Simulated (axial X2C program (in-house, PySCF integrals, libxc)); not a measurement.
**Nuclear properties of BSH**

Calculated with an axial X2C code built on PySCF integrals: two-component X2C with atomic mean-field Coulomb and Gaunt terms, Gaussian nuclei, basis B dyall-v3z, S dyall-av3z, H dyall-v3z with contracted cores.

B–S–H held linear, with bonds 1.771 and 1.368 Å (near the PBE0 minimum at charge 0 of the determinant lowest at the starting distance; the state shown can have its own minimum elsewhere, held linear; other orders of the atoms were not compared).

Input and command:
```json
{"zs": [5, 16, 1], "q": 0, "bas": ["dyall-v3z", "dyall-av3z", "dyall-v3z"], "r0": [1.88, 1.34], "symm": 0, "scan": ["PBE0", "HF", "BHandHLYP"], "levels": ["PBE0", "HF", "BHandHLYP"], "nst": 2}
```
```bash
python solin.py task.json out
```

Keys: zs atomic numbers; q charge; bas basis sets; r0 starting distance in Å; symm equal bonds; scan levels of the two-bond scan; levels methods; nst determinants followed.

Determinant lowest in the PBE0 search, Ω = 0 (closed shell), highest spinor 39% B s, 28% B p, 13% S d:

```json
{"level": "PBE0", "qzz B (a.u.)": "-0.20", "qzz S (a.u.)": "1.72", "qzz H (a.u.)": "0.21", "μ (D)": "2.20"}
{"level": "HF", "qzz B (a.u.)": "-0.26", "qzz S (a.u.)": "1.70", "qzz H (a.u.)": "0.21", "μ (D)": "2.45"}
{"level": "BHandHLYP", "qzz B (a.u.)": "-0.23", "qzz S (a.u.)": "1.77", "qzz H (a.u.)": "0.20", "μ (D)": "2.26"}
```

qzz is the electric field gradient, eQq0 = 234.96 MHz × Q/barn × qzz; μ is positive if the H end (last atom) is positive. The operators were transformed with the bare-nucleus X2C matrices; with these basis sets, hyperfine constants and field gradients can be off by tens of per cent, and where levels differ in sign neither size nor sign is settled.

**Question.** With Q(11B) = 0.04059 barn, Q(33S) = -0.0694 barn (Q from Pyykkö, Mol. Phys. 2018), turn the PBE0 values of the first state into constants in MHz.

**Answer.** eQq0(11B) = 234.96 × (0.04059) × (-0.20) = -1.91 MHz; eQq0(33S) = 234.96 × (-0.0694) × (1.72) = -28 MHz.

The molecule was held linear; bending was not examined, so a bent shape may lie lower. Hydrosulfides and their kin are strongly bent in nature, so this linear model does not describe the real molecule.

Each state is one determinant with collinear spin. The search compared states at one distance, so a state with another bond length can lie lower.
